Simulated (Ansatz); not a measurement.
Ansatz (a first-principles code) input (wB97M-V/def2-TZVPD):

Ansatz 0.2 input:
```yaml
crystal:
  periodic: [false, false, false]
  atoms:
    - {symbol: C, position_ang: [-0.00000000, 0.00000000, -0.00000000]}
    - {symbol: Cl, position_ang: [1.03270813, 1.04102812, 1.00808710]}
    - {symbol: Cl, position_ang: [-1.00558480, -1.02967179, 1.04644180]}
    - {symbol: Cl, position_ang: [-1.04891159, 1.01361708, -1.01923016]}
    - {symbol: Cl, position_ang: [1.02178826, -1.02497341, -1.03529874]}
basis:
  gaussian:
    orbitals: def2-TZVPD
hamiltonian:
  xc: {name: wB97M-V}
total_charge: -1
magnetization: {spin_polarized: true, initial_magnetization: 1}
```

Output:

```
Functional definition: wB97M-V
integrals: 0.29 GiB planned
1294 factors; their error is unknown
integrals: 0.33 GiB planned
267 factors; integrals over basis functions are off by at most 2.4e-5 eV
mean field: 3.07 GiB planned
mean field evaluation 1: about -51120.3462 eV, gradient 3.3e1 eV
mean field evaluation 2: about -51113.3444 eV, gradient 5.7e1 eV
mean field evaluation 4: about -51126.0150 eV, gradient 1.4e0 eV
mean field evaluation 8: about -51126.0566 eV, gradient 1.3e-1 eV
mean field evaluation 16: about -51126.1186 eV, gradient 4.2e-4 eV
mean field evaluation 32: about -51126.1025 eV, gradient 1.2e0 eV
mean field -51126.11858754 eV, -1878.8502035644 hartree, gradient 3.4e-5 eV, S^2 0.752038; 4 other end points of the search recorded, 0 dependent functions left out
reference -51126.11862684 eV, -1878.8502050085 hartree; 38, 37 occupied and 183, 184 virtual orbitals, 1294 factors
Total energy: -51126.11862684 eV, -1878.8502050085 hartree
```

This state (charge -1, doublet) is run at the relaxed geometry of the species with charge 0 and multiplicity 1.
